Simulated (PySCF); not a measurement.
C2H7N.

```xyz
10

C      1.1819     0.4546     0.0168
C      0.0501    -0.5541    -0.1032
N     -1.2471     0.1186    -0.0016
H      2.1528    -0.0324    -0.0916
H      1.0887     1.2263    -0.7486
H      1.1641     0.9454     0.9938
H      0.1911    -1.3471     0.6466
H      0.0954    -1.0374    -1.0826
H     -2.0074    -0.5444    -0.0960
H     -1.3471     0.5561     0.9080
```

Geometry: B3LYP-D3(BJ)/def2-TZVP. One conformer was computed; it need not be the lowest.

The numbers are results of PBE/pcSseg-1 (PySCF), not measurements. Non-relativistic, no solvent.

Computed absolute GIAO shielding of each atom: isotropic value and principal components (ppm):
| atom | σ(iso) | σ11 | σ22 | σ33 | span |
|---|---|---|---|---|---|
| C1 | 162.3 | 147.1 | 157.3 | 182.6 | 35.5 |
| C2 | 138.1 | 120.8 | 131.0 | 162.4 | 41.6 |
| N3 | 220.4 | 177.7 | 231.2 | 252.2 | 74.4 |
| H4 | 30.4 | 26.7 | 27.8 | 36.7 | 10.0 |
| H5 | 30.2 | 27.1 | 27.9 | 35.5 | 8.4 |
| H6 | 30.6 | 27.2 | 28.9 | 35.6 | 8.4 |
| H7 | 28.2 | 22.7 | 27.8 | 34.1 | 11.3 |
| H8 | 28.8 | 24.5 | 28.1 | 33.8 | 9.2 |
| H9 | 30.8 | 23.8 | 28.0 | 40.7 | 16.8 |
| H10 | 31.7 | 25.4 | 30.2 | 39.5 | 14.1 |
